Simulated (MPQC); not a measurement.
# doublet MgHF+, step by step, part 2 of 2

MPQC 2.3.1. Earlier steps stand in the parts before.

**4. A single-point energy at UBHLYP/aug-cc-pVTZ (run 5)**

job.in

```
% FHMg
molecule<Molecule>: (
   symmetry = c1
   unit = bohr
   { atoms geometry } = {
      F  [ -2.60517644   1.49704104  -1.27575411 ]
      Mg [ 0.02740103  -0.06122713   0.00831479 ]
      H  [ 2.55717739  -1.55864611   1.24230595 ]
   }
)
basis<GaussianBasisSet>: (
   name = "aug-cc-pVTZ"
   molecule = $:molecule
   basisdir = "."
   puream = yes
)
mpqc: (
   checkpoint = no
   savestate = no
   restart = no
   do_energy = yes
   do_gradient = no
   optimize = no
   mole<UKS>: (
      molecule = $:molecule
      basis = $:basis
      total_charge = 1
      multiplicity = 2
      memory = 1000000000
      print_evals = yes
      print_npa = yes
      maxiter = 70
      value_accuracy = 1e-08
      functional<SumDenFunctional>: (
         a0 = 0.5
         coefs = [ 0.5 0.5 1 ]
         funcs: [ <SlaterXFunctional>: () <Becke88XFunctional>: () <LYPCFunctional>: () ]
      )
      integrator<RadialAngularIntegrator>: ( grid = fine )
      guess_wavefunction<HSOSHF>: (
         molecule = $:molecule
         total_charge = 1
         multiplicity = 2
         memory = 1000000000
         value_accuracy = 1e-3
         basis<GaussianBasisSet>: (
            name = "STO-3G"
            molecule = $:molecule
         )
         guess_wavefunction<ExtendedHuckelWfn>: (
            molecule = $:molecule
            total_charge = 1
            multiplicity = 2
            basis<GaussianBasisSet>: (
               name = "STO-3G"
               molecule = $:molecule
            )
         )
      )
   )
)
```

The basis set aug-cc-pVTZ is read from a file made from the Basis Set Exchange's data (not shown).

Launch:

```
$ mpqc -o job.out job.in
```

Standard output:

```text
MPQC: Massively Parallel Quantum Chemistry
                                   Version 2.3.1

  Using IntegralV3 by default for molecular integrals evaluation

      HSOSSCF::init: total charge = 1

      docc = [ 10 ]
      socc = [ 1 ]

  USCF::init: total charge = 1

  alpha = [ 11 ]
  beta  = [ 10 ]

  Molecular formula HFMg

  The following keywords in "job.in" were ignored:
    mpqc:mole:guess_wavefunction:guess_wavefunction:multiplicity

  MPQC options:
    matrixkit     = <ReplSCMatrixKit>
    restart       = no
    checkpoint    = no
    savestate     = no
    do_energy     = yes
    do_gradient   = no
    optimize      = no
    write_pdb     = no
    print_mole    = yes
    print_timings = yes

  SCF::compute: energy accuracy = 1.0000000e-08

  nuclear repulsion energy =   37.6993298360

  Projecting guess wavefunction into the present basis set

      SCF::compute: energy accuracy = 1.0000000e-03

      nuclear repulsion energy =   37.6993298360

      Using symmetric orthogonalization.
      n(basis):            15
      Maximum orthogonalization residual = 1.68368
      Minimum orthogonalization residual = 0.371463
      Using symmetric orthogonalization.
      n(basis):            15
      Maximum orthogonalization residual = 1.68368
      Minimum orthogonalization residual = 0.371463
      Using guess wavefunction as starting vector
          docc = [ 10]
          socc = [ 1]

      Beginning iterations.  Basis is STO-3G.
      iter     1 energy = -264.7869085301 delta = 5.15949e-01
      iter     2 energy = -294.0057612196 delta = 3.58609e-01
      iter     3 energy = -295.3045662610 delta = 2.09823e-01
      iter     4 energy = -295.4246858775 delta = 1.27333e-01
      iter     5 energy = -295.4910309664 delta = 2.60740e-02
      iter     6 energy = -295.5191763026 delta = 1.93803e-02
      iter     7 energy = -295.5283390898 delta = 1.31778e-02
      iter     8 energy = -295.5300929476 delta = 6.16459e-03
      iter     9 energy = -295.5304820624 delta = 3.65128e-03
      iter    10 energy = -295.5304929045 delta = 1.00484e-03

      HOMO is    10   A =  -0.511664
      LUMO is    12   A =   0.084082

      total scf energy = -295.5304929045

      Projecting the guess density.

        The number of electrons in the guess density = 21
        Using symmetric orthogonalization.
        n(basis):           119
        Maximum orthogonalization residual = 6.30918
        Minimum orthogonalization residual = 0.00010972
        The number of electrons in the projected density = 20.9653

      Projecting the guess density.

        The number of electrons in the guess density = 21
        The number of electrons in the projected density = 20.9653

  Beginning iterations.  Basis is aug-cc-pVTZ.
  Integrated electron density error = -0.001823247435
  iter     1 energy = -299.7179463479 delta = 2.68853e-01
  Integrated electron density error = -0.001676553687
  iter     2 energy = -300.0885949199 delta = 2.36061e-01
  Integrated electron density error = -0.001552450868
  iter     3 energy = -300.1001133494 delta = 1.48803e-02
  Integrated electron density error = -0.000103904597
  iter     4 energy = -300.1010617822 delta = 3.40138e-03
  Integrated electron density error = 0.000066617222
  iter     5 energy = -300.1015101446 delta = 8.84886e-04
  Integrated electron density error = 0.000068226543
  iter     6 energy = -300.1016752123 delta = 7.85187e-04
  Integrated electron density error = 0.000068976311
  iter     7 energy = -300.1017041952 delta = 2.17770e-04
  Integrated electron density error = 0.000069019675
  iter     8 energy = -300.1017446655 delta = 1.20347e-04
  Integrated electron density error = 0.000069161093
  iter     9 energy = -300.1018143943 delta = 1.53419e-04
  Integrated electron density error = 0.000069277864
  iter    10 energy = -300.1018913853 delta = 1.31590e-04
  [... 50 further iterations ...]
  Integrated electron density error = 0.000057457949
  iter    61 energy = -300.1734652060 delta = 4.24692e-04
  Integrated electron density error = 0.000057089418
  iter    62 energy = -300.1736025574 delta = 2.89967e-04
  Integrated electron density error = 0.000056851544
  iter    63 energy = -300.1736861118 delta = 2.08602e-04
  Integrated electron density error = 0.000056025309
  iter    64 energy = -300.1738064785 delta = 4.56999e-04
  Integrated electron density error = 0.000055911013
  iter    65 energy = -300.1738497984 delta = 2.20521e-04
  Integrated electron density error = 0.000042862725
  iter    66 energy = -300.1739734289 delta = 9.85122e-05
  Integrated electron density error = 0.000055509492
  iter    67 energy = -300.1738782338 delta = 1.45995e-04
  Integrated electron density error = 0.000042951601
  iter    68 energy = -300.1739906019 delta = 6.26544e-05
  Integrated electron density error = 0.000042898508
  iter    69 energy = -300.1739931634 delta = 8.89896e-05
  Integrated electron density error = 0.000042969506
  iter    70 energy = -300.1739932871 delta = 3.63118e-05

  <S^2>exact = 0.750000
  <S^2>      = 0.753837

  total scf energy = -300.1739932871
ERROR: SC EXCEPTION RAISED:
terminate called after throwing an instance of 'sc::ToleranceExceeded'
```

Run time: 4.5 min. Hardware: 1 thread of Arm Neoverse V1, shared host; peak memory 0.64 GiB.

The run stopped without converging.

**5. All runs side by side**

| run | level | starting guess | partner | energy (Eh) | wall time |
| --- | --- | --- | --- | --- | --- |
| 1 | UBHLYP/cc-pVDZ | ROHF/STO-3G from Hueckel | cation | not converged | 15 s |
| 2 | BHLYP/aug-cc-pVDZ | STO-3G | base | -300.548389 | 7.5 s |
| 3 | UBHLYP/aug-cc-pVDZ | ROHF/STO-3G from Hueckel | cation | not converged | 43 s |
| 4 | BHLYP/aug-cc-pVTZ | STO-3G | base | -300.582041 | 47 s |
| 5 | UBHLYP/aug-cc-pVTZ | ROHF/STO-3G from Hueckel | cation | not converged | 4.5 min |

**6. Results**

The summary covers parts 1 to 2.

| quantity | value |
| --- | --- |
| singlet neutral MgHF, run 4: total energy | -300.58204 Eh |
| singlet neutral MgHF, run 4: HOMO energy | -9.45 eV |
| singlet neutral MgHF, run 4: LUMO energy | -0.53 eV |
| singlet neutral MgHF, run 4: HOMO–LUMO gap | 8.93 eV |

**Reading.** Over the runs the total energy spans 0.916 eV. All runs together took 6.4 min, the longest 4.5 min. 3 of the 5 runs did not end normally.
